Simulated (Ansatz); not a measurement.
`F[SiH](F)F` → `F[Si]F` + H–F  (silylene formation by 1,1-elimination)

Isolated molecules relaxed with PBE0-D4/def2-TZVP in Ansatz; ΔE leaves out vibrations. CCSD(T)/CBS adds triple-zeta CCSD(T) − MP2 to the extrapolated MP2 energy (def2 sets, frozen cores). This one scheme is used for every species. Functionals use def2-TZVPP. HSE06 is defined as in plane-wave codes.

CCSD(T)/CBS gives +72.0 kcal/mol.

Problem. Another level gave +71.4 kcal/mol. Which?
A. BLYP/def2-TZVPP
B. r2SCAN-D4/def2-TZVPP
C. HSE06-D4/def2-TZVPP
D. BLYP-D4/def2-TZVPP

Solution. C. HSE06-D4 71.4, r2SCAN-D4 76.4, BLYP-D4 64.9, BLYP 63.2 kcal/mol.

Largest T1 diagnostic among the species: 0.015.

In def2-TZVPP, CCSD(T) changes the Hartree–Fock value by −6.0 kcal/mol (the triples alone add −0.7 kcal/mol) and MP2 by −2.9 kcal/mol. From r2SCAN to r2SCAN0 (25 % exact exchange), in def2-TZVPP and without D4, ΔE moves by +1.5 kcal/mol.
